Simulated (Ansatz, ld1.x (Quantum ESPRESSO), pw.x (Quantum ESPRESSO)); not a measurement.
# cobalt: does the PAW potential hold in the solid?

* Element: cobalt
* Generator: ld1.x (Quantum ESPRESSO) 7.5
* Type: PAW
* Functional: PBEsol
* Relativity: scalar-relativistic
* Frozen core: [Ar]
* Valence charge: 9
* Reference configuration: 3d8 4s1 4p0
* Partial waves: 4s (bound): rcut 1.45, rcutus 2.00 bohr; 4s channel at 1.1 Ry: rcut 1.45, rcutus 2.00 bohr; 4p (bound, empty): rcut 1.95, rcutus 2.50 bohr; 4p channel at 0.25 Ry: rcut 1.95, rcutus 2.50 bohr; 3d (bound): rcut 1.25, rcutus 1.75 bohr; 3d channel at 1.65 Ry: rcut 1.25, rcutus 1.75 bohr
* Local potential: all-electron potential smoothed inside 2.15 bohr (lloc = -1)
* Core correction: none
* Augmentation charge: PSQ, inside the norm-conserving radii

Crystal test: diamond Co in pw.x 7.5, no spin, 9³ k-points, Fermi–Dirac smearing 0.01 Ry, cutoffs 70/560 Ry. The reference is all-electron LAPW (Ansatz 0.2.0) with the same functional, mesh and smearing; V0 and B0 come from Birch–Murnaghan fits to the pressures at five volumes. Errors are pseudo minus all-electron; Δ is the rms difference of the E(V) curves that follow from these fits, minima aligned, over ±6 % about the mean V0. Mesh and smearing are coarse, so the numbers serve the comparison and aren't converged zero-temperature values; the lattice is a test structure that the element need not adopt. Spin polarisation and strong correlation are left out, which matters for this element.

All-electron: a0 = 4.852 Å (V0 = 14.27 Å³/atom), B0 = 147.7 GPa.

Problem. How far does the potential miss the all-electron equation of state?

Solution. mean pressure error (GPa): +1.91; a0 (Å): 4.872; a0 error (%): +0.43; B0 error (%): -2.8; Δ (meV/atom): 5.9. The largest radius (2.50 bohr) exceeds half the bond length (1.99 bohr), so the spheres overlap, which is one possible source of error among others. Atomic configuration tests: 1 of 7 tests not solved or not reliable.

| V (Å³/atom) | P all-electron (GPa) | P pseudo (GPa) |
| --- | --- | --- |
| 13.575 | 8.34 | 10.50 |
| 13.933 | 3.79 | 5.81 |
| 14.290 | -0.16 | 1.74 |
| 14.647 | -3.58 | -1.79 |
| 15.005 | -6.56 | -4.87 |

Problem. At the middle volume, how do free energy and pressure move when the wave cutoff is lowered (ecutrho held at 560 Ry)?

Solution.

```csv
cutoff (Ry),shift of F (meV/atom),shift of P (GPa)
32,+283.0,-8.30
42,+100.9,+0.19
56,+6.2,-0.66
```

The run at the middle volume (35 k-points, 12 iterations) took about 38 s on one core of a shared host (Neoverse-V1, 32 threads, 247 GiB, load 12).
